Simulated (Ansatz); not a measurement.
Structure relaxation of Li4BiPb

The calculation used DFT PBE, scalar-relativistic, plane waves, PAW in Ansatz. Cutoff 420 eV, Γ-centred k mesh, Gaussian smearing, no spin polarisation in the final step.

Li4BiPb was placed on the sites of a reported HoCdCu4 cell (F-43m, No. 216), with Bi in place of Ho, Pb in place of Cd, Li in place of Cu, at a guessed volume.

```
Li Bi Pb
1.0
     0.00000    3.71792    3.71792
     3.71792    0.00000    3.71792
     3.71792    3.71792    0.00000
Li Bi Pb
4 1 1
Cartesian
  2.7827 4.6531 2.7827
  2.7827 2.7827 4.6531
  4.6531 4.6531 4.6531
  4.6531 2.7827 2.7827
  1.8590 1.8590 1.8590
  0.0000 0.0000 0.0000
```

Steps on the 4×4×4 mesh (6 atoms). 5 of 5 steps are shown, and the free energy counts from the last. Trial steps that were taken back and renewals of the plane-wave basis can be among the rows.

| step | ΔF (meV/atom) | V (Å³/atom) | P (GPa) | largest force component (eV/Å) |
| --- | --- | --- | --- | --- |
| 1 | 103.1 | 17.13 | 9.40 | 0.025 |
| 2 | 12.3 | 19.76 | 2.46 | 0.000 |
| 3 | 1.6 | 20.90 | 0.70 | 0.001 |
| 4 | 0.5 | 21.38 | 0.10 | 0.000 |
| 5 | 0.0 | 21.38 | 0.13 | 0.000 |

A final relaxation ran on a 8×8×8 mesh. The relaxed crystal, F-43m (No. 216):

```cif
data_structure
_symmetry_space_group_name_H-M 'F-43m'
_symmetry_Int_Tables_number 216
_cell_length_a 8.0077
_cell_length_b 8.0077
_cell_length_c 8.0077
_cell_angle_alpha 90.000
_cell_angle_beta 90.000
_cell_angle_gamma 90.000
_cell_volume 513.49
loop_
_atom_site_label
_atom_site_type_symbol
_atom_site_symmetry_multiplicity
_atom_site_Wyckoff_symbol
_atom_site_fract_x
_atom_site_fract_y
_atom_site_fract_z
_atom_site_occupancy
Li1 Li 16 e 0.87479 0.37479 0.87479 1
Bi1 Bi 4 d 0.25000 0.25000 0.75000 1
Pb1 Pb 4 a 0.00000 0.00000 0.00000 1
```

```yaml
Volume_per_atom: 21.40 Å³
Density: 5.74 g/cm³
Energy_over_the_elements: -0.18 eV/atom
Gap_on_the_8×8×8_mesh: 0 eV (a metal)
```

Energies over the elements count from the elements' standard structures at the same level, with no empirical corrections.

The final run used a 8×8×8 mesh on its 6-atom cell and 0.10 eV smearing. For metals, differences of a few meV/atom aren't resolved. Spin–orbit coupling is left out.

A structure relaxed within its symmetry needn't be a true minimum.

Cost: 3 runs of about 0.97 core-minutes in all, on Arm Neoverse V1 (shared hosts).